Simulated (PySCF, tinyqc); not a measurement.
Inside a calculation. Method: coupled-perturbed Hartree-Fock on RHF in the sto-3g basis, for CH2, spin multiplicity 1. The lowest restricted solution is unstable here: a spin-polarised one lies 0.0320 hartree lower (PySCF). One step of it, computed by the program tinyqc.

Task: Integrals over molecular orbitals. (pq|rs) = sum C_ip C_jq C_kr C_ls (ij|kl), one index at a time.

coefficients C:
```
              MO1        MO2        MO3        MO4       MO5        MO6        MO7
1C 1s    0.993467  -0.225651   0.000000   0.121052  0.000000  -0.152536   0.000000
1C 2s    0.026941   0.750792   0.000000  -0.545138  0.000000   0.809383   0.000000
1C 2px   0.000000   0.000000   0.000000   0.000000  1.000000   0.000000   0.000000
1C 2py   0.000000   0.000000   0.518377   0.000000  0.000000   0.000000   1.034797
1C 2pz   0.004257   0.118790   0.000000   0.784828  0.000000   0.691833   0.000000
2H 1s   -0.005362   0.257939   0.466713   0.272475  0.000000  -0.755306  -0.714219
3H 1s   -0.005362   0.257939  -0.466713   0.272475  0.000000  -0.755306   0.714219
```

core Hamiltonian H = T + V (hartree):
```
             1C 1s      1C 2s     1C 2px     1C 2py     1C 2pz      2H 1s      3H 1s
1C 1s   -18.583180  -4.482163   0.000000   0.000000  -0.012047  -0.717897  -0.717897
1C 2s    -4.482163  -5.529944   0.000000   0.000000  -0.132298  -1.805316  -1.805316
1C 2px    0.000000   0.000000  -4.422554   0.000000   0.000000   0.000000   0.000000
1C 2py    0.000000   0.000000   0.000000  -4.557539   0.000000  -1.383630   1.383630
1C 2pz   -0.012047  -0.132298   0.000000   0.000000  -4.466788  -0.816015  -0.816015
2H 1s    -0.717897  -1.805316   0.000000  -1.383630  -0.816015  -3.143791  -0.362575
3H 1s    -0.717897  -1.805316   0.000000   1.383630  -0.816015  -0.362575  -3.143791
```

Two-electron integrals (ij|kl) in chemists' order, unique and non-zero (hartree):
```
(11|11) 3.541948    (21|11) 0.576921    (21|21) 0.111888    (22|11) 0.854682
(22|21) 0.205284    (22|22) 0.624709    (31|31) 0.020296    (32|31) 0.030858
(32|32) 0.137996    (33|11) 0.852436    (33|21) 0.205335    (33|22) 0.624568
(33|33) 0.672833    (41|41) 0.020296    (42|41) 0.030858    (42|42) 0.137996
(43|43) 0.036269    (44|11) 0.852436    (44|21) 0.205335    (44|22) 0.624568
(44|33) 0.600295    (44|44) 0.672833    (51|51) 0.020296    (52|51) 0.030858
(52|52) 0.137996    (53|53) 0.036269    (54|54) 0.036269    (55|11) 0.852436
(55|21) 0.205335    (55|22) 0.624568    (55|33) 0.600295    (55|44) 0.600295
(55|55) 0.672833    (61|11) 0.091773    (61|21) 0.017704    (61|22) 0.032471
(61|33) 0.032363    (61|41) 0.000914    (61|42) 0.001720    (61|44) 0.032616
(61|51) 0.000523    (61|52) 0.000985    (61|54) 0.000145    (61|55) 0.032446
(61|61) 0.002861    (62|11) 0.241722    (62|21) 0.058941    (62|22) 0.200143
(62|33) 0.195156    (62|41) 0.004847    (62|42) 0.034871    (62|44) 0.206277
(62|51) 0.002775    (62|52) 0.019962    (62|54) 0.006366    (62|55) 0.198800
(62|61) 0.009739    (62|62) 0.087561    (63|31) 0.005709    (63|32) 0.030966
(63|43) 0.006628    (63|53) 0.003794    (63|63) 0.010142    (64|11) 0.186352
(64|21) 0.045995    (64|22) 0.165607    (64|33) 0.157372    (64|41) 0.008965
(64|42) 0.057431    (64|44) 0.179112    (64|51) 0.001864    (64|52) 0.015150
(64|54) 0.008651    (64|55) 0.160152    (64|61) 0.007917    (64|62) 0.085915
(64|64) 0.092908    (65|11) 0.106677    (65|21) 0.026330    (65|22) 0.094802
(65|33) 0.090088    (65|41) 0.001864    (65|42) 0.015150    (65|44) 0.094944
(65|51) 0.006776    (65|52) 0.039638    (65|54) 0.009409    (65|55) 0.099268
(65|61) 0.004532    (65|62) 0.049182    (65|64) 0.047380    (65|65) 0.037264
(66|11) 0.406476    (66|21) 0.100760    (66|22) 0.390660    (66|33) 0.370586
(66|41) 0.009741    (66|42) 0.096076    (66|44) 0.415542    (66|51) 0.005576
(66|52) 0.054999    (66|54) 0.025735    (66|55) 0.385318    (66|61) 0.016830
(66|62) 0.223580    (66|64) 0.241409    (66|65) 0.138195    (66|66) 0.774606
(71|11) 0.091773    (71|21) 0.017704    (71|22) 0.032471    (71|33) 0.032363
(71|41) -0.000914   (71|42) -0.001720   (71|44) 0.032616    (71|51) 0.000523
(71|52) 0.000985    (71|54) -0.000145   (71|55) 0.032446    (71|61) 0.002773
(71|62) 0.009135    (71|64) 0.006834    (71|65) 0.004262    (71|66) 0.015561
(71|71) 0.002861    (72|11) 0.241722    (72|21) 0.058941    (72|22) 0.200143
(72|33) 0.195156    (72|41) -0.004847   (72|42) -0.034871   (72|44) 0.206277
(72|51) 0.002775    (72|52) 0.019962    (72|54) -0.006366   (72|55) 0.198800
(72|61) 0.009135    (72|62) 0.059876    (72|64) 0.042981    (72|65) 0.032717
(72|66) 0.116593    (72|71) 0.009739    (72|72) 0.087561    (73|31) 0.005709
(73|32) 0.030966    (73|43) -0.006628   (73|53) 0.003794    (73|63) 0.006401
(73|73) 0.010142    (74|11) -0.186352   (74|21) -0.045995   (74|22) -0.165607
(74|33) -0.157372   (74|41) 0.008965    (74|42) 0.057431    (74|44) -0.179112
(74|51) -0.001864   (74|52) -0.015150   (74|54) 0.008651    (74|55) -0.160152
(74|61) -0.006834   (74|62) -0.042981   (74|64) -0.025500   (74|65) -0.023091
(74|66) -0.079724   (74|71) -0.007917   (74|72) -0.085915   (74|74) 0.092908
(75|11) 0.106677    (75|21) 0.026330    (75|22) 0.094802    (75|33) 0.090088
(75|41) -0.001864   (75|42) -0.015150   (75|44) 0.094944    (75|51) 0.006776
(75|52) 0.039638    (75|54) -0.009409   (75|55) 0.099268    (75|61) 0.004262
(75|62) 0.032717    (75|64) 0.023091    (75|65) 0.023912    (75|66) 0.067159
(75|71) 0.004532    (75|72) 0.049182    (75|74) -0.047380   (75|75) 0.037264
(76|11) 0.044745    (76|21) 0.010951    (76|22) 0.038572    (76|33) 0.037551
(76|44) 0.038744    (76|51) 0.000862    (76|52) 0.006651    (76|55) 0.039380
(76|61) 0.001765    (76|62) 0.014868    (76|64) 0.012758    (76|65) 0.009195
(76|66) 0.035207    (76|71) 0.001765    (76|72) 0.014868    (76|74) -0.012758
(76|75) 0.009195    (76|76) 0.003179    (77|11) 0.406476    (77|21) 0.100760
(77|22) 0.390660    (77|33) 0.370586    (77|41) -0.009741   (77|42) -0.096076
(77|44) 0.415542    (77|51) 0.005576    (77|52) 0.054999    (77|54) -0.025735
(77|55) 0.385318    (77|61) 0.015561    (77|62) 0.116593    (77|64) 0.079724
(77|65) 0.067159    (77|66) 0.236338    (77|71) 0.016830    (77|72) 0.223580
(77|74) -0.241409   (77|75) 0.138195    (77|76) 0.035207    (77|77) 0.774606
```

Give: one-electron integrals over orbitals h = C^T H C; Two-electron integrals over orbitals.

Result:

one-electron integrals over orbitals h = C^T H C (hartree):
```
         1       2       3       4       5       6       7
1  -18.569   0.362   0.000  -0.177   0.000   0.234   0.000
2    0.362  -4.429   0.000   0.265   0.000  -0.788   0.000
3    0.000   0.000  -3.775   0.000   0.000   0.000  -0.903
4   -0.177   0.265   0.000  -4.205   0.000  -0.477   0.000
5    0.000   0.000   0.000   0.000  -4.423   0.000   0.000
6    0.234  -0.788   0.000  -0.477   0.000  -3.443   0.000
7    0.000   0.000  -0.903   0.000   0.000   0.000  -3.627
```

Two-electron integrals over orbitals (pq|rs), unique and non-zero (hartree):
```
(11|11) 3.509       (21|11) -0.300      (21|21) 0.041       (22|11) 0.717
(22|21) -0.009      (22|22) 0.528       (31|31) 0.007       (32|31) 0.012
(32|32) 0.133       (33|11) 0.567       (33|21) -2.56e-03   (33|22) 0.484
(33|33) 0.493       (41|11) 0.157       (41|21) -0.019      (41|22) 0.013
(41|33) 0.005       (41|41) 0.025       (42|11) -0.104      (42|21) 0.007
(42|22) 0.008       (42|33) 0.020       (42|41) 0.013       (42|42) 0.085
(43|31) -1.96e-03   (43|32) 0.033       (43|43) 0.039       (44|11) 0.781
(44|21) -0.012      (44|22) 0.498       (44|33) 0.445       (44|41) -0.011
(44|42) -0.090      (44|44) 0.628       (51|51) 0.022       (52|51) 0.024
(52|52) 0.094       (53|53) 0.018       (54|51) -0.012      (54|52) -0.039
(54|54) 0.048       (55|11) 0.852       (55|21) -0.009      (55|22) 0.543
(55|33) 0.459       (55|41) 4.56e-03    (55|42) -0.056      (55|44) 0.567
(55|55) 0.673       (61|11) -0.200      (61|21) 0.029       (61|22) -6.90e-04
(61|33) 7.51e-04    (61|41) -3.11e-03   (61|42) 0.015       (61|44) -0.018
(61|55) -0.006      (61|61) 0.027       (62|11) 0.234       (62|21) -0.005
(62|22) 0.086       (62|33) 0.023       (62|41) 0.015       (62|42) 1.56e-03
(62|44) 0.065       (62|55) 0.123       (62|61) 3.84e-03    (62|62) 0.094
(63|31) 1.23e-03    (63|32) -0.069      (63|43) -0.039      (63|63) 0.090
(64|11) 0.134       (64|21) -8.23e-04   (64|22) 0.045       (64|33) 2.97e-03
(64|41) 2.67e-03    (64|42) -0.019      (64|44) 0.073       (64|55) 0.069
(64|61) 1.00e-03    (64|62) 0.055       (64|64) 0.047       (65|51) 0.015
(65|52) 0.052       (65|54) -0.008      (65|65) 0.038       (66|11) 0.651
(66|21) -0.006      (66|22) 0.504       (66|33) 0.484       (66|41) 0.019
(66|42) 0.052       (66|44) 0.442       (66|55) 0.481       (66|61) 0.007
(66|62) 0.059       (66|64) 0.021       (66|66) 0.540       (71|31) 0.012
(71|32) 0.019       (71|43) -3.48e-03   (71|63) 1.68e-03    (71|71) 0.020
(72|31) 0.010       (72|32) 0.012       (72|43) -0.032      (72|63) 0.044
(72|71) 0.015       (72|72) 0.057       (73|11) 0.258       (73|21) -0.005
(73|22) 0.074       (73|33) 0.026       (73|41) -9.47e-05   (73|42) -0.060
(73|44) 0.117       (73|55) 0.135       (73|61) -0.005      (73|62) 0.074
(73|64) 0.057       (73|66) 0.010       (73|73) 0.121       (74|31) -0.008
(74|32) -0.071      (74|43) -1.64e-03   (74|63) 0.047       (74|71) -0.013
(74|72) -0.010      (74|74) 0.062       (75|53) 0.018       (75|75) 0.023
(76|31) 0.008       (76|32) 0.106       (76|43) 0.046       (76|63) -0.080
(76|71) 0.012       (76|72) -0.018      (76|74) -0.054      (76|76) 0.111
(77|11) 0.731       (77|21) -0.009      (77|22) 0.505       (77|33) 0.497
(77|41) 3.72e-03    (77|42) -0.017      (77|44) 0.508       (77|55) 0.517
(77|61) -0.006      (77|62) 0.045       (77|64) 0.021       (77|66) 0.494
(77|73) 0.071       (77|77) 0.543
```
